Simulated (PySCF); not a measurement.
PH3.
Z-matrix (Å and degrees, PBE0-D3(BJ)/def2-SVP geometry), rows numbered from 1:
```
P 
H   1  1.4289
H   1  1.4287  2   92.96
H   1  1.4287  2   92.96  3   -93.12
```

Linear response at B3LYP/def2-SVPD (PySCF, frozen core in the response, non-relativistic).

Static isotropic polarisability: 29.86 au (4.43 Å³), principal values 29.7, 29.7, 30.3 au.

What is the polarisability at 1064 nm and at the sodium D line?

30.20 au at 1064 nm (+1.1 %), 30.99 au at 589.3 nm (+3.8 %). The rise at 589.3 nm is 3.38 times that at 1064 nm; a pure ω² law gives 3.26. The lowest singlet lies at 176 nm, shorter than both wavelengths.

What is the isotropic C6 coefficient between two such molecules, C6 = (3/π)∫α(iω)² dω?

297.2 au (Eh·bohr⁶) by a ten-point quadrature over imaginary frequencies, which is 178 eV·Å⁶ or 17.1 J·nm⁶/mol.

Which effective excitation energy ω̄ makes London's formula C6 = (3/4)α²ω̄ exact here?

ω̄ = 4·C6/(3α²) = 0.444 Eh = 12.1 eV. A one-pole form α(ω) = α/(1 − ω²/ω̄²) fitted to the 1064 nm value gives 11.1 eV.

The lowest 6 singlets have (eV, f): 7.05, 0.135; 7.33, 0.069; 7.33, 0.069; 9.57, 0.000; 9.67, 0.019; 9.67, 0.019. What share of the static polarisability do they carry in the sum over states α = Σ f/ω²?

4.20 au, 14.1 % of α; the largest term, 2.01 au, is that of the state at 7.05 eV. Their oscillator strengths add up to 0.31. Higher states carry the rest.

How anisotropic is the static polarisability, by Δα² = ½[(α1 − α2)² + (α2 − α3)² + (α3 − α1)²]?

Δα = 0.6 au, or 0.02 of the isotropic value.

How many electrons N does the Slater–Kirkwood formula C6 = (3/4)·√N·α^(3/2) need to give this C6?

N = (4·C6/3)²/α³ = 5.9; the species has 18 electrons in all.

What does −C6/R⁶ come to at R = 6 Å between centres?

-370 J/mol. This is the leading, orientation-averaged term; C8 and higher terms are left out.

What molar refraction at the D line follows from R = (4π/3)·N_A·α′, with α′ the polarisability volume?

α′ = 4.59 Å³ gives R = 11.59 cm³/mol, for isolated, non-vibrating species.

Time: 0.98 s of wall time; peak memory 0.27 GiB. Hardware: one thread of an Arm Neoverse V1, no GPU, on a shared host. This is the whole response run at B3LYP/def2-SVPD, SCF included.
